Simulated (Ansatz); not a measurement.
# CH7AlSi (SMILES [CH3][AlH][SiH3]): B2PLYP/cc-pVDZ

Aim: the energy change on altering one bond length of CH7AlSi at B2PLYP/cc-pVDZ, from 2 runs. 

Program for the calculation: Ansatz 0.2.0.

68 further runs of the same task are left out: 68 set aside as unsound or not needed.

### 1 Starting point

CH7AlSi has 10 atoms, charge 0, and is taken as a singlet. SMILES: `[CH3][AlH][SiH3]`. The coordinates come from a PBE0-D4/def2-TZVP relaxation.

Bond lengths: C1–Al2 1.953 Å, Al2–Si3 2.461 Å, C1–H4 1.096 Å, C1–H5 1.092 Å, C1–H6 1.096 Å, Al2–H7 1.593 Å, Si3–H8 1.494 Å, Si3–H9 1.494 Å, Si3–H10 1.490 Å. Some angles: C1–Al2–Si3 120.6°, C1–Al2–H7 118.9°, Si3–Al2–H7 120.4°, Al2–C1–H4 110.5°, Al2–C1–H5 113.7°, Al2–C1–H6 110.2°, Al2–Si3–H8 110.9°, Al2–Si3–H9 110.7°, Al2–Si3–H10 114.1°, H4–C1–H5 108.0°.

### 2 A single-point energy at B2PLYP/cc-pVDZ

The input, job.yaml:

```yaml
crystal:
  periodic: [false, false, false]
  atoms:
    - {symbol: C, position_ang: [-1.428400, 0.967200, -0.792400]}
    - {symbol: Al, position_ang: [0.409100, 0.309500, -0.720900]}
    - {symbol: Si, position_ang: [1.161700, -1.107300, 1.145400]}
    - {symbol: H, position_ang: [-1.909200, 0.659300, -1.727500]}
    - {symbol: H, position_ang: [-2.050600, 0.624100, 0.036600]}
    - {symbol: H, position_ang: [-1.438000, 2.063000, -0.790400]}
    - {symbol: H, position_ang: [1.416900, 0.709200, -1.887700]}
    - {symbol: H, position_ang: [0.334900, -2.347600, 1.241000]}
    - {symbol: H, position_ang: [1.000200, -0.395000, 2.448500]}
    - {symbol: H, position_ang: [2.586600, -1.533600, 1.050400]}
basis:
  gaussian: {orbitals: cc-pVDZ}
output: {orbitals: {seedname: orbitals}}
accuracy: high
hamiltonian: {xc: {name: B2PLYP}}
correlation: {frozen_orbitals: {Al: 5, C: 1, H: 0, Si: 5}}
```

Launch:

```sh
$ ansatz run job.yaml --threads 1 --pin off --max-ram 3480MiB --events-out events.jsonl --progress --plain --runs-dir runs
```

What it wrote:

```text
Warning: RAYON_NUM_THREADS=1 ignored (pool sized by the plan → 1); use --threads N
Functional definition: B2PLYP
  name "B2PLYP"
  parameter a = 0.53
  parameter c = 0.27
  exchange = (1 - a)*b88_x + a*exact_x
  correlation = (1 - c)*lyp_c + c*(mp2_os + mp2_ss)
2025 factors; integrals over basis functions are off by at most 3.9e-9 eV
mean field evaluation 1: about -15610.4376 eV, gradient 3.5e1 eV
mean field evaluation 2: about -15610.7073 eV, gradient 3.5e1 eV
mean field evaluation 4: about -15613.8360 eV, gradient 1.7e0 eV
mean field evaluation 8: about -15613.8534 eV, gradient 5.1e-2 eV
mean field evaluation 16: about -15613.8534 eV, gradient 2.7e-5 eV
mean field -15613.85340656 eV, -573.7985292412 hartree, gradient 8.5e-8 eV, S^2 0.000000; 0 other end points of the search recorded, 0 dependent functions left out
11 core orbitals not correlated: weight in the atoms' cores, before any rotation towards them, 1.000 or more for the frozen orbitals, at most 0.000 for the correlated occupied ones
reference -15613.85343661 eV, -573.7985303455 hartree; 9, 9 occupied and 65, 65 virtual orbitals, 2025 factors
second order -10.74149069 eV of doubles, -0.00000000 eV of singles
Total energy: -15616.75363910 eV, -573.9051108210 hartree
```

Wall time 12 s (1 thread of Arm Neoverse V1, shared host); peak memory 0.29 GiB.

### 3 The distorted shape at the same level

The input, molecule.yaml:

```yaml
crystal:
  periodic: [false, false, false]
  atoms:
    - {symbol: C, position_ang: [-1.379947, 0.753499, -1.183350]}
    - {symbol: Al, position_ang: [0.457553, 0.095799, -1.111850]}
    - {symbol: Si, position_ang: [1.210153, -1.321001, 0.754450]}
    - {symbol: H, position_ang: [-1.860747, 0.445599, -2.118450]}
    - {symbol: H, position_ang: [-2.002147, 0.410399, -0.354350]}
    - {symbol: H, position_ang: [-1.389547, 1.849299, -1.181350]}
    - {symbol: H, position_ang: [1.465353, 0.495499, -2.278650]}
    - {symbol: H, position_ang: [0.383353, -2.561301, 0.850050]}
    - {symbol: H, position_ang: [1.000200, -0.395000, 2.448500]}
    - {symbol: H, position_ang: [2.635053, -1.747301, 0.659450]}
basis:
  gaussian:
    orbitals: cc-pVDZ
hamiltonian:
  xc: {name: B2PLYP}
output: {orbitals: {seedname: orbitals}}
correlation:
  frozen_orbitals: {Al: 5, C: 1, H: 0, Si: 5}
accuracy: high
```

Launch:

```sh
$ ansatz run molecule.yaml --threads 1 --pin off --max-ram 3480MiB --events-out events.jsonl --progress --plain --runs-dir runs
```

What it wrote, shortened:

```text
Warning: RAYON_NUM_THREADS=1 ignored (pool sized by the plan → 1); use --threads N
[... 2 set-up lines as earlier in the session ...]
[...]
2011 factors; integrals over basis functions are off by at most 4.0e-9 eV
[...]
mean field -15612.88062638 eV, -573.7627802290 hartree, gradient 7.2e-9 eV, S^2 0.000000; 0 other end points of the search recorded, 0 dependent functions left out
11 core orbitals not correlated: weight in the atoms' cores, before any rotation towards them, 1.000 or more for the frozen orbitals, at most 0.000 for the correlated occupied ones
reference -15612.88065687 eV, -573.7627813494 hartree; 9, 9 occupied and 65, 65 virtual orbitals, 2011 factors
second order -10.84576474 eV of doubles, -0.00000000 eV of singles
Total energy: -15615.80901335 eV, -573.8703964651 hartree
```

Run time: 13 s. Hardware: 1 thread of Arm Neoverse V1, shared host; peak memory 0.28 GiB.

### 4 Summary of results

At B2PLYP/cc-pVDZ, 11 core orbitals frozen:

```
                                                          quantity          value
                                         first shape: total energy  -573.90511 Eh
                    first shape: HOMO energy (SCF part's orbitals)       -8.20 eV
                    first shape: LUMO energy (SCF part's orbitals)       -0.63 eV
                  first shape: HOMO–LUMO gap (SCF part's orbitals)        7.57 eV
                                     distorted shape: total energy  -573.87040 Eh
                distorted shape: HOMO energy (SCF part's orbitals)       -8.27 eV
                distorted shape: LUMO energy (SCF part's orbitals)       -0.84 eV
              distorted shape: HOMO–LUMO gap (SCF part's orbitals)        7.43 eV
energy change with the Si3–H9 bond stretched from 1.494 to 1.942 Å       0.945 eV
```

**Reading.** With the Si3–H9 bond stretched from 1.494 to 1.942 Å the energy rises by 0.94 eV (21.8 kcal/mol). The first shape isn't relaxed at this level, so the change isn't measured from a minimum.
